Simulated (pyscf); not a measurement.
Thermochemistry of product channels of `[O]=[Si]` [singlet] + `[FH]` on the singlet surface, in kJ/mol, from CCSD(T)/def2-TZVPP + ΔMP2(QZVPP) energies (ideal gas, 1 atm, RRHO with modes under 100 cm⁻¹ raised to 100, one conformer, R ln 2 for rigid chiral ones). PySCF, gas phase, ωB97X-D3(BJ)/def2-SVP geometries. Correlated levels are frozen-core, on RHF or UHF. ΔMP2 is the change of the MP2 total energy from the triple- to the quadruple-zeta basis.

| products | ΔE | ΔH(298 K) | ΔG(600 K) | ΔG(900 K) |
|---|---|---|---|---|
| `[O]=[SiH][F]` | (withheld) | -142.9 | -69.0 | -31.9 |
| `[OH][Si][F]` [singlet] | (withheld) | -193.0 | -121.8 | -86.6 |

Complete the blanks.


- `[O]=[SiH][F]`, ΔE: -143.0
- `[OH][Si][F]` [singlet], ΔE: -198.3

These are energies of the channels, which say nothing of barriers. The CCSD(T) − MP2 part came from Ansatz, without density fitting, on the same reference.
